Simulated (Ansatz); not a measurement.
# Al₂P (quartet): from Hartree-Fock to the top rungs, def2-TZVPP

An exercise on one series of results from a longer session: the logs are not shown, and one member is left open.

The runs use Ansatz 0.2.0, Gaussian basis; def2-TZVPP, core rule «outside noble gas», up to 15 orbitals frozen.

The runs, in order: UHF; ROHF; CCSD(T) on UHF.

2 further runs of the same task are left out: 2 set aside as unsound or not needed.

**The system**

The geometry is a PBE0/def2-TZVP stationary point (not a proven minimum) of the parent state, kept for this charge and spin.

3 atoms, charge 0, spin multiplicity 4.

Atoms are counted from 1 here; the program's logs count them from 0.

Bond lengths: Al1–P2 2.200 Å, P2–Al3 2.200 Å. Angles: Al1–P2–Al3 180.0°.

The first run:

File in.yaml:

```yaml
crystal:
  periodic: [false, false, false]
  atoms:
    - {symbol: Al, position_ang: [0.000000, 0.000000, 2.199700]}
    - {symbol: P, position_ang: [0.000000, 0.000000, 0.000000]}
    - {symbol: Al, position_ang: [0.000000, 0.000000, -2.199700]}
basis:
  gaussian: {orbitals: def2-TZVPP}
magnetization: {spin_polarized: true, initial_magnetization: 3}
hamiltonian: {xc: hf}
output: {orbitals: {seedname: orbitals}}
```

The run is started by

```bash
> ansatz run in.yaml --threads 1 --pin off --events-out ev --progress --plain --max-ram 2816MiB --backend cpu
```

Among the steps run: UHF; ROHF; CCSD(T) on UHF.

One table of the session follows, with a row left open; its other results are not shown here.

It belongs to the step «Misses and costs». 

| method | from UCCSD(T) (meV) |
| --- | --- |
| ROHF | +7327.4 |
| UHF | +7177.9 |
| UMP2 | +1505.0 |
| UCCSD | ? |
| UCCSD(T) | 0 |

**Question.** Estimate the row for UCCSD.

The run gave: from UCCSD(T) (meV): +476.5. In the column «from UCCSD(T) (meV)» it lies between UCCSD(T) (0) and UMP2 (+1505.0).
